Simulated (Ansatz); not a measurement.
Worked example: correlation energy of [SiH$_{3}$···H···Br], doublet

Geometry: a point of a hydrogen-transfer path between rigid fragments, not a stationary point.

| atom | x (Å) | y (Å) | z (Å) |
| --- | --- | --- | --- |
| Si | -2.4547 | 0.0000 | 0.0000 |
| H | -2.9495 | 1.3997 | 0.0000 |
| H | -2.9495 | -0.6999 | 1.2122 |
| H | -2.9495 | -0.6999 | -1.2122 |
| H | -0.5487 | 0.0000 | 0.0000 |
| Br | 0.9813 | 0.0000 | 0.0000 |

Basis cc-pVDZ; Ansatz 0.2.0. Only valence electrons are correlated (noble-gas cores and the filled d shells of p-block atoms frozen), which leaves 15 electrons in 46 orbitals. R marks a restricted (for open shells ROHF) determinant, U an unrestricted one. No spin–orbit coupling is included, and no scalar relativity.

Full CI isn't at hand for all of this; UCCSDT(Q) serves as the reference, and is uncertain by about the last step of the cluster series.

Runs differ by some tens of microhartree through their thresholds and, for an open shell, their frozen cores, so steps under 0.03 kcal/mol mean nothing.

| level | total energy (hartree) |
| --- | --- |
| UHF | -2863.582315 |
| UMP2 | -2863.810246 |
| UCCSD | -2863.851703 |
| UCCSD(T) | -2863.856911 |
| UCCSDT | -2863.857854 |
| UCCSDT(Q) | -2863.858208 |

Question: What is the correlation energy at UCCSDT(Q), and what share of it do UMP2 and UCCSD(T) recover?

Answer: E(corr) = -2863.858208 − (-2863.582315) = -0.275893 hartree = -7.507 eV. UMP2: -0.227931 / -0.275893 = 82.62 %. UCCSD(T): -0.274596 / -0.275893 = 99.53 %.

Question: By how many kcal/mol does UCCSD(T) miss UCCSDT(Q) (1 hartree = 627.509 kcal/mol), and which steps make up the rest?

Answer: -2863.856911 − (-2863.858208) = 0.001297 hartree = 0.81 kcal/mol. Steps: UCCSDT − UCCSD(T) = -0.59, UCCSDT(Q) − UCCSDT = -0.22 kcal/mol. Differences between like states or geometries often cancel part of this.
